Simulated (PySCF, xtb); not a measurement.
BeH, SMILES [BeH+], charge +1.

GFN2-xTB (xtb) at its own geometry gives an orbital gap of 3.87 eV.

Geometry: PBE0-D3(BJ)/def2-TZVPD. The multiplicity is an assumed one; other spin states were not compared.

What does PBE/def2-TZVPD (PySCF) give? (Estimate from the structure and the level; the computed values follow.)

gap 4.35 eV (levels -15.84 and -11.49 eV).
